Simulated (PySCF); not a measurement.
Some computed properties have been withheld. Give your best values.

DMABN, C9H10N2.
SMILES: `CN(C)C1=CC=C(C#N)C=C1`

Conformer (atom-mapped SMILES and torsion angles): `[CH3:1][N:2]([CH3:3])[c:4]1[cH:5][cH:6][c:7]([C:8]#[N:9])[cH:10][cH:11]1`: C1–N2–C4–C5 180°.

| property | level | value |
| --- | --- | --- |
| point group of the GFN2-xTB geometry | GFN2-xTB | ? |
| rotational constants A, B, C of the GFN2-xTB geometry | GFN2-xTB | 3.513, 0.586, 0.506 GHz |
| dipole moment | PBE0/pcSseg-1 | ? |
| HOMO energy | PBE0/pcSseg-1 | -6.07 eV |
| LUMO energy | PBE0/pcSseg-1 | ? |
| 13C chemical shifts (computed TMS as zero) by class | GIAO PBE0/pcSseg-1 | 153.1 (1 C), 141.2 (2 C), 125.5 (1 C), 113.9 (2 C), 103.0 (1 C), 42.7 (2 C) ppm |
| 1H chemical shifts (computed TMS as zero) by class | GIAO PBE0/pcSseg-1 | ? |
| isotropic shieldings of nuclei other than C and H, by class | GIAO PBE0/pcSseg-1 | -43 (1 N), 193 (1 N) ppm |

Electronic properties: PySCF, gas phase, density fitting. NMR classes are plain means over equivalent atoms (diastereotopic ones count apart unless rotation or inversion swaps them), as if these changed places fast; in this geometry the members of some classes differ.

(1) What are the 1H chemical shifts (computed TMS as zero) by class?

(2) Give the point group of the GFN2-xTB geometry.

(3) The dipole moment?

(4) Give the LUMO energy.

## Answers

(1) 7.82 (2 H), 6.58 (2 H), 3.17 (6 H) ppm.

(2) C2v.

(3) 7.93 D.

(4) -0.81 eV.

The dipole matches unit charges of opposite sign 1.65 Å apart (1 e·Å = 4.8032 D). With B = h/(8π²I), that is 505.379 GHz u Å² over I, the principal moments of inertia are 143.8, 861.7 and 999.2 u Å² (most abundant isotopes); the inertial defect Ic − Ia − Ib is -6.3 u Å² (zero for a rigid planar frame, negative otherwise). A dipole of 7.93 D is allowed in C2v, and pure rotational transitions are dipole-allowed. The rotational constants make it an asymmetric top with κ = (2B − A − C)/(A − C) = -0.95, nearer the prolate limit (−1).
